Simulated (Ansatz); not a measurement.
Job for Ansatz (an electronic-structure program): R-MP2/aug-cc-pV(T+d)Z on SiH2 (SMILES [SiH2]), atoms moved off the minimum. Files ending in .json are basis or fitting sets from the Basis Set Exchange.

Ansatz 0.2 input:
```yaml
crystal:
  periodic: [false, false, false]
  atoms:
    - {symbol: Si, position_ang: [0.02188681, 0.01455443, 0.12732253]}
    - {symbol: H, position_ang: [-0.06240838, -1.09198300, -0.92683851]}
    - {symbol: H, position_ang: [-0.06804074, 1.11599433, -0.92262338]}
basis:
  gaussian:
    orbitals: aug-cc-pV_T+d_Z.json
magnetization: {spin_polarized: false}
correlation: {method: mp2, electrons: outside_noble_gas}
scf: {lower_state_search: off}
output: {forces: true}
```

It printed:

```
WARN ansatz: RAYON_NUM_THREADS=1 ignored (pool sized by the plan → 1); use --threads N
Functional definition: HF
these checks for a lower state are left out or cut short: starts, cluster_reference, orbital_swaps, neighbouring_geometries, increment
integrals: 0.05 GiB planned
584 factors; integrals over basis functions are off by at most 9.0e-4 eV
mean field: 0.13 GiB planned
mean field evaluation 1: about -7891.7766 eV, gradient 7.8e0 eV
mean field evaluation 2: about -7891.7766 eV, gradient 7.8e0 eV
mean field evaluation 4: about -7892.1700 eV, gradient 5.5e-1 eV
mean field evaluation 8: about -7892.1728 eV, gradient 3.9e-4 eV
mean field -7892.17280520 eV, -290.0320010844 hartree, gradient 1.5e-6 eV, S^2 0.000000; 0 other end points of the search recorded, 0 dependent functions left out; unrestricted orbitals would lower it
5 core orbitals not correlated
reference -7892.17280520 eV, -290.0320010844 hartree; 3, 3 occupied and 93, 93 virtual orbitals, 584 factors
densities: 0.13 GiB planned
second order -3.02813635 eV of doubles, -0.00000000 eV of singles
the calculation of the forces begins
Total energy: -7895.20094155 eV, -290.1432830427 hartree
Atom 0 at     0.021887     0.014554     0.127323 Å, force    -0.023497    -0.067385    -0.285963 eV/Å
Atom 1 at    -0.062408    -1.091983    -0.926839 Å, force     0.013882     0.228863     0.175132 eV/Å
Atom 2 at    -0.068041     1.115994    -0.922623 Å, force     0.009615    -0.161478     0.110831 eV/Å
Dipole moment:    -0.002633     0.002359    -0.031715 e Å
Checks for a lower state left out: starts, cluster_reference, orbital_swaps, neighbouring_geometries, increment
```

Self-consistency was reached.

Cost: about 1.3 core-seconds (a rough figure).
